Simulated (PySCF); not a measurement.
# H3O+ (oxonium) at 6 levels

Aim: a comparison of 6 runs (B2PLYP/6-31G, SVWN5/6-31G, r2SCAN/6-31G, CCSDT/6-31G, CISD/6-31G, CCSD(T)/6-31G) of H3O+ (oxonium). The job is set up through a Python script.

The calculation is run with PySCF 2.14.0.

5 further runs of the same task are left out: 5 set aside as unsound or not needed.

### 1 The molecule

The species is H3O+ (4 atoms), meant as a singlet with charge +1. SMILES: `[OH3+]`. The O1–H3 distance was set to 1.475 Å, away from the relaxed value. At this shape a bond of the SMILES string is far longer than usual.

Bond lengths: O1–H2 0.983 Å, O1–H4 0.984 Å. Angles: H2–O1–H4 112.0°.

### 2 A single-point energy at B2PLYP/6-31G (run 1)

calc.py

```python
from pyscf import gto, dft, mp

molecule = gto.M(
    atom='O 0.500782 0.091781 0.297493; H 0.518962 1.072241 0.370863; H -0.413410 -0.366620 -0.765680; H 0.307862 -0.338999 1.160513',
    basis='6-31g',
    max_memory=1860,
    spin=0,
    charge=1,
    verbose=3,
)

myscf = dft.RKS(molecule, xc='0.53*HF + 0.47*B88, 0.73*LYP')
myscf.conv_tol = 1e-10
myscf.grids.level = 5
myscf.kernel()
if not myscf.converged:
    myscf = myscf.newton().run(myscf.mo_coeff, myscf.mo_occ)

pt = mp.MP2(myscf, frozen=1).run()
e_tot = myscf.e_tot + 0.27 * pt.e_corr
print('PT2 part  %.8f' % (0.27 * pt.e_corr))
print('E = %.10f Eh' % e_tot)
```

Command:

```console
$ OMP_NUM_THREADS=1 python calc.py
```

Log:

```text
converged SCF energy = -76.4537866120924
E(RMP2) = -76.6354219123296  E_corr = -0.181635300237164
E(SCS-RMP2) = -76.636599756915  E_corr = -0.18281314482262
PT2 part  -0.04904153
E = -76.5028281432 Eh
```

Run time: 1.4 s. Hardware: 1 thread of Arm Neoverse V2, shared host; peak memory 0.17 GiB.

### 3 A single-point energy at SVWN5/6-31G (run 2)

input.py

```python
from pyscf import gto, dft

mol = gto.M(
    atom='O 0.500782 0.091781 0.297493; H 0.518962 1.072241 0.370863; H -0.413410 -0.366620 -0.765680; H 0.307862 -0.338999 1.160513',
    verbose=4,
    basis='6-31g',
    charge=1,
    spin=0,
    max_memory=1860,
)

ks = dft.RKS(mol)
ks.xc = 'svwn'
ks.grids.level = 5
ks.conv_tol = 1e-10
ks.kernel()
if not ks.converged:
    ks = ks.newton().run(ks.mo_coeff, ks.mo_occ)

e_final = ks.e_tot
print(f'total energy: {e_final:.8f} hartree')
```

Command:

```console
$ OMP_NUM_THREADS=1 python input.py
```

Log:

```text
PySCF version 2.14.0

[... 70 lines left out ...]
converged SCF energy = -76.0349909363629
total energy: -76.03499094 hartree
```

Run time: 1.1 s. Hardware: 1 thread of Arm Neoverse V2, shared host; peak memory 0.13 GiB.

### 4 The energy at r2SCAN/6-31G (run 3)

input.py

```python
from pyscf import gto, dft

mol = gto.M(
    atom=[
    ('O', (0.500782, 0.091781, 0.297493)),
    ('H', (0.518962, 1.072241, 0.370863)),
    ('H', (-0.413410, -0.366620, -0.765680)),
    ('H', (0.307862, -0.338999, 1.160513)),
],
    verbose=4,
    charge=1,
    spin=0,
    max_memory=1860,
    basis='6-31g',
)

calc0 = dft.RKS(mol)
calc0.xc = 'r2scan'
calc0.grids.level = 5
calc0.conv_tol = 1e-10
calc0.kernel()
if not calc0.converged:
    calc0 = calc0.newton().run(calc0.mo_coeff, calc0.mo_occ)

e_final = calc0.e_tot
print('E = %.10f Eh' % e_final)
```

Command:

```console
$ OMP_NUM_THREADS=1 python input.py
```

Log:

```text
PySCF version 2.14.0

[... 71 lines left out ...]
converged SCF energy = -76.5542705557793
E = -76.5542705558 Eh
```

Wall time 1.8 s (1 thread of Arm Neoverse V2, shared host); peak memory 0.17 GiB.

Runs 4 to 5 aren't shown in full; the table further down has their settings and results.

### 5 A single-point energy at CCSD(T)/6-31G (run 6)

input.xyz

```xyz
4
H3O
O      0.500782     0.091781     0.297493
H      0.518962     1.072241     0.370863
H     -0.413410    -0.366620    -0.765680
H      0.307862    -0.338999     1.160513
```

job.py

```python
from pyscf import gto, cc

mol = gto.M(
    atom='input.xyz',
    basis='6-31g',
    charge=1,
    max_memory=1860,
    verbose=3,
)

myscf = mol.RHF()
myscf.conv_tol = 1e-10
myscf.kernel()
if not myscf.converged:
    myscf = myscf.newton().run(myscf.mo_coeff, myscf.mo_occ)

mycc = cc.CCSD(myscf, frozen=1)
mycc.kernel()
e_t = mycc.ccsd_t()
energy = mycc.e_tot + e_t
print('Final energy', energy)
```

Command:

```console
$ OMP_NUM_THREADS=1 python job.py
```

Log:

```text
converged SCF energy = -76.1779732058546
E(CCSD) = -76.33017509711763  E_corr = -0.1522018912630101
CCSD(T) correction = -0.00185917734449645
Final energy -76.33203427446213
```

Wall time 0.68 s (1 thread of Arm Neoverse V2, shared host); peak memory 0.12 GiB.

### 6 All runs side by side

```tsv
run	level	frozen core orbitals	integration grid	energy (Eh)	HOMO energy (eV)	LUMO energy (eV)	HOMO–LUMO gap (eV)	wall time
1	B2PLYP/6-31G	1	5	-76.502828	-20.91	-9.20	11.71	1.4 s
2	SVWN5/6-31G	–	5	-76.034991	-16.90	-11.64	5.26	1.1 s
3	r2SCAN/6-31G	–	5	-76.554271	-17.47	-11.36	6.10	1.8 s
4	CCSDT/6-31G	1	–	-76.332175	-24.01	-6.66	17.35	0.78 s
5	CISD/6-31G	1	–	-76.322842	-24.01	-6.66	17.35	0.54 s
6	CCSD(T)/6-31G	1	–	-76.332034	-24.01	-6.66	17.35	0.68 s
```

### 7 What came out

```
                                         quantity         value
                              run 6: total energy  -76.33203 Eh
       run 6: HOMO energy (Hartree–Fock orbitals)     -24.01 eV
       run 6: LUMO energy (Hartree–Fock orbitals)      -6.66 eV
     run 6: HOMO–LUMO gap (Hartree–Fock orbitals)      17.35 eV
run 6: correlation energy (1 core orbital frozen)    -154.1 mEh
                            run 6: (T) correction     -1.86 mEh
                             run 6: T1 diagnostic         0.018
```

Over runs 1, 2, 3 the HOMO–LUMO gap runs from 5.26 eV (SVWN5/6-31G) to 11.71 eV (B2PLYP/6-31G). A double hybrid's value is that of its SCF part. Totals of different functionals can't be ranked against each other. All runs together took 6.2 s, the longest 1.8 s.
